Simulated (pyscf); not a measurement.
H₃C–SnH₃ + H₂O → CH₄ + HO–SnH₃, a four-centre exchange (singlet surface; C–Sn, H–O broken, C–H, O–Sn formed). Structures and frequencies: ωB97X-D3(BJ)/def2-SVP in PySCF. Energies in kcal/mol from the separated reactants.

Small-basis levels: PySCF, no dispersion term, spherical d functions. AM1 to PM7: differences of heats of formation from MOPAC, which are fitted to 298 K values and so differ in kind from electronic energies by zero-point and thermal terms. 

```
level                    barrier  reaction energy
-----------------------  -------  ---------------
HF/6-31G*+LANL2DZ           53.5            -15.5
MP2/6-31G*+LANL2DZ          37.3            -18.9
BP86/6-31G*+LANL2DZ         28.6            -15.4
PBE/6-31G*+LANL2DZ          26.8            -14.9
B3LYP/LANL2DZ               30.1            -18.2
B3LYP/6-31G*+LANL2DZ        33.9            -17.1
B3LYP/6-311+G**+LANL2DZ     38.8            -11.7
PBE/def2-SVP                28.0            -10.7
B3LYP/def2-SVP              35.4            -11.8
PM3                         61.8             +3.8
PM6                         47.0             -1.2
PM7                         42.7            -13.8
ωB97M-D3(BJ)/def2-TZVP      39.0             -9.8
```

Against the last row the barrier runs from -12.2 (PBE/6-31G*+LANL2DZ) to +22.8 kcal/mol (PM3). ωB97M-D3(BJ)/def2-TZVP has limits of its own. This is the saddle that the search found; another between the same sides may lie lower. In the def2 sets elements past Kr carry core potentials, without spin-orbit coupling.
